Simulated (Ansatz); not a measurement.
**BCl2+: small, medium and large basis sets**

Aim: see how fast density functionals and correlated methods converge with the basis set for BCl2+.

Method: one geometry, several basis sets; program: Ansatz 0.2.0, Gaussian basis.

Levels to be run: PBE0-D4/def2-SVP; ωB97M-V/def2-SVP; PBE0-D4/def2-QZVPP; ωB97M-V/def2-QZVPP; CCSD(T)/cc-pV(D+d)Z; CCSD(T)/cc-pV(T+d)Z; CCSD(T)/cc-pV(Q+d)Z; the functionals' def2-TZVPP values are taken from earlier runs.

## 1. The geometry

An earlier PBE0-D4 in a triple-zeta def2 set relaxation fixed the geometry.

SMILES `Cl[B+]Cl`, 3 atoms, charge 1, spin multiplicity 1.

Atoms are counted from 1 here; the program's logs count them from 0.

Bond lengths: Cl1–B2 1.610 Å, B2–Cl3 1.610 Å. Angles: Cl1–B2–Cl3 180.0°.

## 2. PBE0-D4 in def2-SVP

in.yaml reads:

```yaml
crystal:
  periodic: [false, false, false]
  atoms:
    - {symbol: Cl, position_ang: [-1.267916, 0.785682, -0.605301]}
    - {symbol: B, position_ang: [0.000007, 0.000016, 0.000002]}
    - {symbol: Cl, position_ang: [1.267909, -0.785698, 0.605289]}
basis:
  gaussian: {orbitals: def2-SVP}
total_charge: 1
hamiltonian: {xc: pbe0, dispersion: d4}
output: {orbitals: {seedname: orbitals}}
```

Run with:

```
ansatz run in.yaml --threads 2 --pin off --events-out ev --progress --plain --max-ram 32768MiB --backend cpu
```

Further steps of the session: ωB97M-V in def2-SVP; PBE0-D4 in def2-QZVPP; ωB97M-V in def2-QZVPP; CCSD(T) in cc-pV(D+d)Z; CCSD(T) in cc-pV(T+d)Z; CCSD(T) in cc-pV(Q+d)Z.

**Question.** What will the summary of the whole plan be? Wanted: MP2 correlation recovered, cc-pV(D+d)Z; MP2 correlation recovered, cc-pV(T+d)Z; MP2 correlation recovered, cc-pV(Q+d)Z; CCSD(T) limit from def2 sets; PBE0-D4: double and triple zeta above quadruple; ωB97M-V: double and triple zeta above quadruple.

The runs gave:

```
                                                                 quantity           value
                                   MP2 correlation recovered, cc-pV(D+d)Z          66.1 %
                                   MP2 correlation recovered, cc-pV(T+d)Z          86.4 %
                                   MP2 correlation recovered, cc-pV(Q+d)Z          94.4 %
CCSD(T) limit from def2 sets (earlier runs) less the limit of this series        -108 meV
                          PBE0-D4: double and triple zeta above quadruple  10.13, 0.76 eV
                          ωB97M-V: double and triple zeta above quadruple   9.96, 0.71 eV
```

In words: For PBE0-D4 the step from double to triple zeta gains 9.37 eV and the next only 0.76 eV. Correlation climbs from 66 % (cc-pV(D+d)Z) to 94 % (cc-pV(Q+d)Z) of the limit; Hartree-Fock is 0.070 eV from its own by then. A limit from the def2 sets, made apart, differs by 108 meV, a least measure of the doubt on such a limit. These are total energies; as a rule much of such shifts cancels in differences, which this series doesn't test.
